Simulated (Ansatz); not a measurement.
Process, species as SMILES: C#C (C2H2) → C2H2+ (doublet, bonded as C#C) + e-
B3LYP-D3(BJ)/def2-TZVP geometries, fixed; electronic energies without zero-point terms.

Basis-set convergence of the adiabatic ionisation energy at MP2 with Ansatz (a first-principles code). Cartesian d functions, on some or all atoms, in 6-31+G*; all else is spherical. Cores are frozen. Open shells are unrestricted. No added dispersion term, no relativity. Functions are those of the species that has most. Reference: Hartree-Fock in cc-pVQZ plus the correlation part extrapolated as X^-3 from cc-pVTZ and cc-pVQZ, 11.599 eV, itself unsure by roughly 0.022 eV (a third of the extrapolation step and of the last Hartree-Fock step).

| basis | functions | adiabatic ionisation energy (eV) |
|---|---|---|
| 3-21G | 22 | 11.105 |
| 6-31G | 22 | 10.913 |
| def2-SV(P) | 32 | 11.173 |
| cc-pVDZ | 38 | … |
| def2-SVP | 38 | 11.222 |
| pcseg-1 | 38 | 11.269 |
| 6-31+G* | 42 | … |
| 6-311+G** | 56 | 11.293 |
| def2-SVPD | 56 | … |
| aug-cc-pVDZ | 64 | 11.282 |
| aug-pcseg-1 | 64 | 11.317 |
| 6-311++G(2d,2p) | 74 | 11.413 |
| def2-TZVP | 74 | 11.442 |
| def2-TZVPP | 90 | … |
| def2-TZVPPD | 108 | 11.472 |
| 6-311++G(3df,3pd) | 114 | 11.485 |
| cc-pVQZ | 170 | 11.541 |
| def2-QZVPP | 174 | 11.543 |

### Question
What belongs in the gaps?

### Answer

- cc-pVDZ, adiabatic ionisation energy (eV): 11.151
- 6-31+G*, adiabatic ionisation energy (eV): 11.097
- def2-SVPD, adiabatic ionisation energy (eV): 11.333
- def2-TZVPP, adiabatic ionisation energy (eV): 11.464
